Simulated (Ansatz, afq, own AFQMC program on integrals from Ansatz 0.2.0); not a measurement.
# CH⁺, singlet: AFQMC among the cluster methods

```tsv
atom	x (Å)	y (Å)	z (Å)
C	0.0000	0.0000	0.0000
H	0.0000	0.0000	1.1404
```

Basis cc-pVTZ. Noble-gas cores (and the filled d shells of Ga–Kr and In–Xe) are frozen. Integrals, coupled cluster, full CI and functionals: Ansatz 0.2.0; the random walks run on the same integrals in our own AFQMC program. ph-AFQMC/CISD is guided by a CISD state made of CCSD amplitudes; releasing the constraint for a short imaginary time cuts its bias at the price of noise, slowly where states lie close. Error bars are statistical, one sigma.

Determinant: UHF, the one that the program's search chose, which needn't be the lowest solution. The geometry is a point of a scan.

Full CI on the same integrals is exact in this basis and with this determinant's frozen core.

Cautions: strong correlation (T1 0.170, weight of the determinant 0.72, largest double 0.13); unrestricted determinant spin contaminated (⟨S²⟩ 0.53 against 0.00); the released energies have errors that jump between times, so the bars are unsure, so no released level is given (meV from the phaseless value at times in 1/Eh: -2.3 ± 2.0 at 0.24, -17 ± 14 at 0.51, -4.3 ± 1.5 at 0.99, -7 ± 3 at 1.62, -5.3 ± 2.1 at 2.40), though the last usable value meets full CI within the noise.

The T1 diagnostic is 0.1700, the weight of the determinant in the CISD state is 0.718 and the ⟨S²⟩ of the determinant is 0.526. The size of the correlated space is 4 electrons in 43 orbitals.

```csv
level,correlation energy (eV)
MP2,-1.8945
CCSD,-2.8243
CCSD(T),-2.8861
```

**Question.** Estimate where phaseless AFQMC with the Hartree–Fock trial lies against CCSD(T) on the same integrals.

**Answer.** 3.9 ± 1.5 kJ/mol above CCSD(T).

Reference: full CI, correlation energy -2.902 eV. The cautions show a poor starting determinant, so the rows tell how each method copes with it here, and full CI is the sure value.

```
        level  E − E(reference) (kJ/mol)  share of correlation (%)
      CCSD(T)                        1.6                     99.44
        CCSDT                        0.3                     99.88
     CCSDT(Q)                        0.1                     99.96
  ph-AFQMC/HF                  5.4 ± 1.5                     98.06
ph-AFQMC/CISD                  0.4 ± 0.2                     99.87
```

CCSDT and higher add their correlation energy to the determinant of the CCSD(T) run, since their own runs factorise the integrals more tightly (a shift of under 2 meV).
